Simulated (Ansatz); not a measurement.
**SiN2H6 (SMILES NN[SiH3]) at wB97X/6-311+G(d,p)**

Aim: the vertical electron affinity of SiN2H6 at wB97X/6-311+G**, from 2 runs. 

The calculation is run with Ansatz 0.2.0.

38 further runs of the same task are left out: 38 set aside as unsound or not needed.

## (1) The molecule

SiN2H6 has 9 atoms, charge 0, and is taken as a singlet. As SMILES, `NN[SiH3]`. Geometry: relaxed at PBE0-D4/def2-TZVP. This is one conformer, not always the lowest.

Bond lengths: N1–N2 1.407 Å, N2–Si3 1.714 Å, N1–H4 1.014 Å, N1–H5 1.013 Å, N2–H6 1.005 Å, Si3–H7 1.494 Å, Si3–H8 1.491 Å, Si3–H9 1.486 Å. Some angles: N1–N2–Si3 123.5°, N1–N2–H6 112.1°, Si3–N2–H6 123.5°, N2–N1–H4 110.8°, N2–N1–H5 110.1°, N2–Si3–H7 112.3°, N2–Si3–H8 110.9°, N2–Si3–H9 107.1°, H4–N1–H5 108.5°, H7–Si3–H8 106.4°.

## (2) The energy at wB97X/6-311+G(d,p)

job.yaml reads:

```yaml
crystal:
  periodic: [false, false, false]
  atoms:
    - {symbol: N, position_ang: [-0.558800, 0.925000, -1.203100]}
    - {symbol: "N", position_ang: [-0.285500, 0.708200, 0.159700]}
    - {symbol: Si, position_ang: [0.408400, -0.736600, 0.767500]}
    - {symbol: H, position_ang: [0.267900, 0.761300, -1.767500]}
    - {symbol: H, position_ang: [-1.290500, 0.297600, -1.515600]}
    - {symbol: H, position_ang: [-0.377500, 1.549300, 0.701800]}
    - {symbol: H, position_ang: [1.729200, -1.040000, 0.139600]}
    - {symbol: H, position_ang: [-0.469800, -1.907300, 0.484500]}
    - {symbol: H, position_ang: [0.576500, -0.557300, 2.233000]}
basis:
  gaussian:
    orbitals: 6-311+G_st__st_-spherical.json
output:
  orbitals: {seedname: orbitals}
hamiltonian:
  xc: {name: wB97X}
accuracy: high
```

The basis set 6-311+G** is read from a file made from the Basis Set Exchange's data (not shown).

The run is started by

```
ansatz run job.yaml --threads 1 --pin off --max-ram 3480MiB --events-out events.jsonl --progress --plain --runs-dir runs
```

Log:

```text
Warning: RAYON_NUM_THREADS=1 ignored (pool sized by the plan → 1); use --threads N
Functional definition: wB97X
  name "wB97X"
  parameter omega = 0.3/bohr
  parameter cx = 0.157706
  parameter cx1 = 0.726479
  parameter cx2 = 1.04760
  parameter cx3 = -5.70635
  parameter cx4 = 13.2794
  parameter css1 = -4.33879
  parameter css2 = 18.2308
  parameter css3 = -31.7430
  parameter css4 = 17.2901
  parameter cos1 = 2.37031
  parameter cos2 = -11.3995
  parameter cos3 = 6.58405
  parameter cos4 = -3.78132
  exchange = spin_sum(e_x_unif_sr(omega)*poly(b97_u_x, 1 - cx, cx1, cx2, cx3, cx4)) + cx*exact_x_sr(omega)
      + exact_x_lr(omega)
  correlation = spin_sum(e_c_pw_same_spin*poly(b97_u_same, 1, css1, css2, css3, css4))
      + integral(e_c_pw_opposite_spin*poly(b97_u_opposite, 1, cos1, cos2, cos3, cos4))
2142 factors; integrals over basis functions are off by at most 4.4e-9 eV
424 factors; integrals over basis functions are off by at most 2.0e-9 eV
mean field evaluation 1: about -10950.2850 eV, gradient 4.7e1 eV
mean field evaluation 2: about -10950.7132 eV, gradient 4.6e1 eV
mean field evaluation 4: about -10954.7659 eV, gradient 1.0e0 eV
mean field evaluation 8: about -10954.8557 eV, gradient 7.9e-2 eV
mean field evaluation 16: about -10954.8557 eV, gradient 6.5e-5 eV
mean field -10954.85574211 eV, -402.5835230548 hartree, gradient 4.5e-8 eV, S^2 0.000000; 0 other end points of the search recorded, 0 dependent functions left out
reference -10954.85573712 eV, -402.5835228711 hartree; 17, 17 occupied and 93, 93 virtual orbitals, 2142 factors
Total energy: -10954.85573712 eV, -402.5835228711 hartree
```

It took 29 s on 1 thread of Arm Neoverse V2, shared host; peak memory 0.58 GiB.

## (3) The doublet anion, same level

Edit job.yaml of step 2 so:

```diff
@@ -3,3 +3,3 @@
   atoms:
-    - {symbol: N, position_ang: [-0.558800, 0.925000, -1.203100]}
+    - {symbol: "N", position_ang: [-0.558800, 0.925000, -1.203100]}
     - {symbol: "N", position_ang: [-0.285500, 0.708200, 0.159700]}
@@ -13,8 +13,7 @@
 basis:
-  gaussian:
-    orbitals: 6-311+G_st__st_-spherical.json
-output:
-  orbitals: {seedname: orbitals}
-hamiltonian:
-  xc: {name: wB97X}
+  gaussian: {orbitals: 6-311+G_st__st_-spherical.json}
+total_charge: -1
+magnetization: {spin_polarized: true, initial_magnetization: 1}
+hamiltonian: {xc: {name: wB97X}}
 accuracy: high
+output: {orbitals: {seedname: orbitals}}
```

The basis set 6-311+G** is read from a file made from the Basis Set Exchange's data (not shown).

The run is started by

```
ansatz run job.yaml --threads 1 --pin off --max-ram 3480MiB --events-out events.jsonl --progress --plain --runs-dir runs
```

Log, cut to the lines that bear on the results:

```text
Warning: RAYON_NUM_THREADS=1 ignored (pool sized by the plan → 1); use --threads N
Functional definition: wB97X
  name "wB97X"
[...]
      + exact_x_lr(omega)
[...]
      + integral(e_c_pw_opposite_spin*poly(b97_u_opposite, 1, cos1, cos2, cos3, cos4))
2142 factors; integrals over basis functions are off by at most 4.4e-9 eV
424 factors; integrals over basis functions are off by at most 2.0e-9 eV
[...]
mean field -10953.38287038 eV, -402.5293960167 hartree, gradient 6.6e-8 eV, S^2 0.751177; 6 other end points of the search recorded, 0 dependent functions left out
reference -10953.38287052 eV, -402.5293960221 hartree; 18, 17 occupied and 92, 93 virtual orbitals, 2142 factors
Total energy: -10953.38287052 eV, -402.5293960221 hartree
```

It took 5 min on 1 thread of Arm Neoverse V2, shared host; peak memory 0.97 GiB.

## (4) Summary of results

At wB97X/6-311+G**:

| quantity | value |
| --- | --- |
| singlet SiN2H6: total energy | -402.58352 Eh |
| singlet SiN2H6: HOMO energy | -9.49 eV |
| singlet SiN2H6: LUMO energy | 1.64 eV |
| singlet SiN2H6: HOMO–LUMO gap | 11.13 eV |
| doublet anion: total energy | -402.52940 Eh |
| doublet anion: HOMO energy (highest over α and β) | 1.39 eV |
| doublet anion: LUMO energy (lowest over α and β) | 4.80 eV |
| doublet anion: ⟨S²⟩ | 0.751 |
| vertical electron affinity (to the doublet anion) | -1.473 eV |

In words: The anion lies 1.47 eV (142 kJ/mol) above the neutral: the electron isn't bound at this level, and such a value depends on the basis. The HOMO (doublet anion) lies at positive energy, 1.39 eV; only total energies tell whether the electron is bound.
